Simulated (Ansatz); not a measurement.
**Reading a saddle point**

A first-order saddle point of CH₉NSi, closed shell, PBE0-D4/def2-TZVP, with one imaginary mode of 1177i cm⁻¹:

```
12
angstrom
Si -1.0473 -0.0248 0.3085
N 0.5319 -0.3895 1.2547
H -1.9528 -0.2554 1.5069
H -1.3653 1.3925 0.0083
H -1.4860 -1.1233 -0.5851
H 0.9194 -0.1658 0.1779
C 0.6443 0.3205 -1.2866
H 0.6165 -1.3255 1.6377
H 0.7778 0.2931 1.9634
H 1.1847 1.2756 -1.2547
H -0.1501 0.4389 -2.0289
H 1.3268 -0.4362 -1.7020
```

Ansatz 0.2.0; basis: def2-TZVPP and def2-QZVPP; cores frozen in the correlated methods. Extrapolation: Hartree–Fock as exp(−7.88 √X), correlation as X^−2.97.

(1) Which contacts change along the imaginary mode, and what lies on either side? (Judge from chemistry; the calculation decides.)

(2) Which side is lower, and how far does the saddle lie above each? (To be estimated.)

No T1 diagnostic of these runs exceeds 0.011.

Answers

(1) Computed: The step is SiNH₅ ([NH2][SiH3]) + CH₄ → CH₆Si ([CH3][SiH3]) + NH₃, with the molecules in contact on both sides. Shortening one way: Si1–C7, N2–H6; lengthening the same way: Si1–N2, H6–C7.
| pair | one side (Å) | saddle (Å) | other side (Å) |
| --- | --- | --- | --- |
| Si1–C7 | 3.97 | 2.35 | 1.87 |
| N2–H6 | 2.80 | 1.17 | 1.01 |
| Si1–N2 | 1.72 | 1.88 | 3.39 |
| H6–C7 | 1.09 | 1.57 | 4.16 |

(2) Computed: The side with Si1–N2, H6–C7 short is lower by 42.5 kJ/mol; the saddle lies 271.7 kJ/mol above it and 229.2 kJ/mol above the other (CCSD(T) at an estimated basis limit (MP2 extrapolated from triple and quadruple zeta, plus CCSD(T) − MP2 in triple zeta); electronic energies).

Labels in which every atom is bracketed show which atoms are joined, not bond orders.

For scale, one of the runs: CCSD(T)/def2-TZVPP, 230 basis functions, launched by `ansatz run in.yaml --threads 4 --pin off --events-out ev --progress --plain --max-ram 9574MiB`. The run took 52 s on 4 CPU threads of an Arm Neoverse V1 (shared host), with 3.9 GiB of host memory at its peak.
